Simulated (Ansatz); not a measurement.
`C#C/C=C/C` + `N=CO` → `C#C/N=C/O` + propene at 298.15 K and 1 bar (substitution at a C–C bond).

Computed with Ansatz on PBE0-D4/def2-TZVP structures; ΔE is electronic, products minus reactants. CCSD(T)/CBS adds triple-zeta CCSD(T) − MP2 to the extrapolated MP2 energy (def2 sets, frozen cores). This one scheme is used for every species. Double bonds are as drawn, so ΔE can hold a change between cis and trans. Each species was taken in one conformer, which may not be the lowest.

```
    species  CCSD(T)/CBS energy (Eh)  H − E (kJ/mol)  S (J/(mol·K))
`C#C/C=C/C`               -193.78897           252.7          310.3
     `N=CO`               -169.71775           133.0          250.2
`C#C/N=C/O`               -245.74259           161.3          295.6
     `C=CC`               -117.74610           222.5          264.5
```

H − E and S are ideal-gas, rigid-rotor, harmonic terms from PBE0-D4/def2-TZVP, for one conformer and one mirror image of each species. 1 Eh = 2625.50 kJ/mol, R = 8.31446 J/(mol·K).

By hand: ΔE, ΔH, ΔS and ΔG.

ΔE = (-245.74259) + (-117.74610) − (-193.78897) − (-169.71775) = 0.01803 Eh = 47.3 kJ/mol. Δ(H − E) = 161.3 + 222.5 − 252.7 − 133.0 = -1.9, so ΔH = 45.4 kJ/mol. ΔS = 295.6 + 264.5 − 310.3 − 250.2 = -0.4 J/(mol·K). ΔG = 45.4 − 298.15 × (-0.4)/1000 = 45.5 kJ/mol.

By hand: the equilibrium constant, and the temperature at which ΔG would vanish if ΔH and ΔS stayed fixed.

log₁₀ K = −ΔG/(RT ln 10) = -8.0. ΔH and −TΔS have one sign here, so there is no such temperature. One of them is within its doubt of zero, so this could turn.

The number of gas molecules stays the same, so ΔS is small and ΔH decides. A doubt of 5 kJ/mol in ΔE shifts log₁₀ K by 0.9 here. Other conformers and mirror images would add mixing entropy, several J/(mol·K) or more a flexible species. These are equilibria of isolated gas molecules and say nothing of rates. Largest T1 diagnostic: 0.015 (customary marks: 0.02 for closed shells, 0.045 for open ones).
